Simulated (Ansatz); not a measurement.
A made-up structure of CHBCl, doublet:

B1  (-1.734, -0.288, 0.694)
C2  (1.393, -0.556, 0.554)
Cl3  (-0.083, 0.069, -0.084)
H4  (0.034, 0.826, -1.171)
(Å)

It is relaxed with PBE-D4/def2-SVP and then PBE0-D4/def2-TZVP (Ansatz 0.2.0). Atoms count as bonded within 1.22 times the sum of their covalent radii (H–H: 0.88 Å). The end point is not checked to be a true minimum.

Task: Does its bonding change? (A judgement: the text doesn't fix the answer.)

Result: Computed: Yes. Formed: B1–C2; broken: C2–Cl3, Cl3–H4.

Where it ends: The first stage lowers the energy by 5.52 eV in 28 steps. It ends as a complex of CBCl + H:
```tsv
atom	x (Å)	y (Å)	z (Å)
B1	-0.2645	-0.7001	1.0325
C2	0.3276	-1.5145	2.0838
Cl3	-0.9439	0.2364	-0.1768
H4	0.4897	2.0283	-2.9456
```

For scale, one of the runs: PBE0-D4/def2-TZVP relaxation, 105 basis functions, launched by `ansatz run in.yaml --threads 2 --pin off --events-out ev --progress --plain --max-ram 4352MiB`. The run took about 51 s on 2 CPU threads of an AMD EPYC 9R45 (shared host).
